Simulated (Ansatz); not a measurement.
## SiO⁺, doublet in cc-pVTZ: errors against UCCSDT(Q)

Geometry: that of the SiO⁺, quartet, kept fixed.

```csv
atom,x (Å),y (Å),z (Å)
Si,0.0000,0.0000,0.0000
O,0.0000,0.0000,1.7135
```

Basis cc-pVTZ; Ansatz 0.2.0. Correlated methods freeze the noble-gas cores, which leaves 9 electrons in 58 orbitals. Prefix R: restricted or restricted open-shell reference; prefix U: unrestricted. Active spaces: valence = (9e, 8o) chosen from the atoms' valence shells.

Full CI isn't at hand for all of this; UCCSDT(Q) serves as the reference, and is uncertain by the last step of the cluster series or more. The frozen core follows each run's orbitals, which can shift R against U totals by a few meV.

For open shells CISD is restricted-active-space CI with the open shells as a complete middle space.

```
UHF ⟨S²⟩                          : 0.761
T1 diagnostic (RCCSD)             : 0.0259
largest doubles amplitude (RCCSD) : 0.084
T1 diagnostic (UCCSD)             : 0.0229
```

```json
{"level": "RHF", "E − E(UCCSDT(Q)) (mEh)": "292.91", "share of correlation (%)": "0.00", "wall time": "–"}
{"level": "UHF", "E − E(UCCSDT(Q)) (mEh)": "288.29", "share of correlation (%)": "1.58", "wall time": "–"}
{"level": "RMP2", "E − E(UCCSDT(Q)) (mEh)": "34.96", "share of correlation (%)": "88.06", "wall time": "–"}
{"level": "UMP2", "E − E(UCCSDT(Q)) (mEh)": "35.26", "share of correlation (%)": "87.96", "wall time": "–"}
{"level": "CISD", "E − E(UCCSDT(Q)) (mEh)": "30.50", "share of correlation (%)": "89.59", "wall time": "5.5 s"}
{"level": "RCCSD", "E − E(UCCSDT(Q)) (mEh)": "12.30", "share of correlation (%)": "95.80", "wall time": "–"}
{"level": "UCCSD", "E − E(UCCSDT(Q)) (mEh)": "12.19", "share of correlation (%)": "95.84", "wall time": "–"}
{"level": "RCCSD(T)", "E − E(UCCSDT(Q)) (mEh)": "1.69", "share of correlation (%)": "99.42", "wall time": "4.2 s"}
{"level": "UCCSD(T)", "E − E(UCCSDT(Q)) (mEh)": "1.68", "share of correlation (%)": "99.43", "wall time": "8.5 s"}
{"level": "BCCD(T)", "E − E(UCCSDT(Q)) (mEh)": "1.66", "share of correlation (%)": "99.43", "wall time": "5.5 s"}
{"level": "RCCSDT", "E − E(UCCSDT(Q)) (mEh)": "0.71", "share of correlation (%)": "99.76", "wall time": "–"}
{"level": "UCCSDT", "E − E(UCCSDT(Q)) (mEh)": "0.67", "share of correlation (%)": "99.77", "wall time": "–"}
{"level": "RCCSDT(Q)", "E − E(UCCSDT(Q)) (mEh)": "0.23", "share of correlation (%)": "99.92", "wall time": "58 s"}
{"level": "CASSCF (valence space)", "E − E(UCCSDT(Q)) (mEh)": "207.63", "share of correlation (%)": "29.12", "wall time": "–"}
{"level": "NEVPT2 (valence space)", "E − E(UCCSDT(Q)) (mEh)": "40.80", "share of correlation (%)": "86.07", "wall time": "5.5 s"}
{"level": "NEVPT4(SD) (valence space)", "E − E(UCCSDT(Q)) (mEh)": "7.68", "share of correlation (%)": "97.38", "wall time": "6 s"}
{"level": "MRCISD (valence space)", "E − E(UCCSDT(Q)) (mEh)": "14.74", "share of correlation (%)": "94.97", "wall time": "–"}
{"level": "MRCISD+Q (valence space)", "E − E(UCCSDT(Q)) (mEh)": "3.43", "share of correlation (%)": "98.83", "wall time": "7.5 s"}
```

The correlation energy at UCCSDT(Q), counted from RHF, is -7.971 eV. That run took 58 s on 1 thread of Intel Xeon 6975P-C, shared host.

Times hold each run's SCF and search for its determinant on a shared host, so for small cases they say little of a method's own cost; they ran on 1 thread of Intel Xeon 6975P-C.

Natural occupations of CASSCF (valence space) about the gap: 1.998 1.974 1.964 1.935 0.999 0.064 0.037 0.030; effectively unpaired electrons, Σ n²(2−n)², 1.05.
